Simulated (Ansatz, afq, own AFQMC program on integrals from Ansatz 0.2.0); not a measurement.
# SiH$_{3}$, doublet: AFQMC among the cluster methods

```tsv
atom	x (Å)	y (Å)	z (Å)
Si	0.7004	0.8564	0.0841
H	2.0456	0.3965	-0.3754
H	0.7370	1.3033	1.5094
H	0.1573	1.9254	-0.8072
```

Basis def2-TZVP. Noble-gas cores (and the filled d shells of Ga–Kr and In–Xe) are frozen. Ansatz 0.2.0 and our own AFQMC program on the same integrals; the CISD trial comes from CCSD amplitudes, and released means the phaseless constraint is let go. Free AFQMC starts from the CCSD state and is never constrained. Its projection time is finite, and what remains of the start isn't in its error. Error bars are statistical, one sigma.

Determinant: UHF, the one that the program's search chose, which needn't be the lowest solution. The geometry is a PBE0/def2-SVP stationary point of this or a neighbouring charge and spin state.

No full CI on the walks' own integrals is used here; CCSDT(Q) serves as the reference and is uncertain by about the last step of the cluster series.

Cautions: the ph-AFQMC/CISD walk drifts between its halves (2.7 errors).

The T1 diagnostic is 0.0153 and the weight of the determinant in the CISD state is 0.923. The ⟨S²⟩ of the determinant is 0.755. The size of the correlated space is 7 electrons in 50 orbitals.

```
  level  correlation energy (eV)
    MP2                  -2.9166
   CCSD                  -3.6661
CCSD(T)                  -3.7540
```

Question: Estimate where phaseless AFQMC with the Hartree–Fock trial lies against CCSD(T) on the same integrals.

Answer: 6.0 ± 1.1 kJ/mol below CCSD(T).

Reference: CCSDT(Q), correlation energy -3.777 eV. The released energy is read at 1.50 1/Eh (meV from the phaseless value at times in 1/Eh: 0.0 ± 1.1 at 0.24, -0.8 ± 1.1 at 0.50, -2.7 ± 1.2 at 1.00, -3.4 ± 0.8 at 1.50).

```
         level  E − E(reference) (kJ/mol)  share of correlation (%)
       CCSD(T)                        2.3                     99.38
         CCSDT                        0.2                     99.95
   ph-AFQMC/HF                 -3.8 ± 1.1                    101.04
 ph-AFQMC/CISD                  0.3 ± 0.1                     99.91
released AFQMC                 0.0 ± 0.08                    100.00
    free AFQMC                 -0.2 ± 0.1                    100.05
```

Free projections are given only where their last times agree within the noise and don't stop above the reference; a slow remainder of the start can still hide under it. Released energies are given only where the last usable release times agree within the noise; a slower fall can still hide under it.
